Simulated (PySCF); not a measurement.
1-chloro-2-butyne, C4H5Cl.
Bonds: C1–C2, C2–C3 (triple), C3–C4, C4–Cl5. Hydrogens: H6, H7, H8 on C1; H9, H10 on C4.

Level of theory: PySCF 2.14.0, PBE0-D3(BJ)/def2-TZVP geometry optimisation, gas phase.

**Question.** What internal coordinates does the optimisation give?

**Answer.** 
```csv
bond,length (bohr)
C1–C2,2.738
C2≡C3,2.271
C3–C4,2.724
C4–Cl5,3.395
"C1–H6, C1–H7, C1–H8",2.065
"C4–H9, C4–H10",2.059
```

Bonds in one row agree within 0.02 bohr and their mean is given. A selection of angles:
```csv
angle,degrees
C2–C1–H6,111.0
C2–C1–H7,110.4
H6–C1–H7,107.9
C1–C2–C3,179.6
C2–C3–C4,179.4
C3–C4–Cl5,112.3
C3–C4–H9,111.4
Cl5–C4–H9,106.3
H9–C4–H10,108.8
```

The 5 heavy atoms lie in one plane (0.001 Å rms). The 3 C–C bonds span 1.202 Å (C2≡C3, drawn triple) to 1.449 Å (C1–C2, drawn single), a spread of 0.247 Å.

No frequency check.
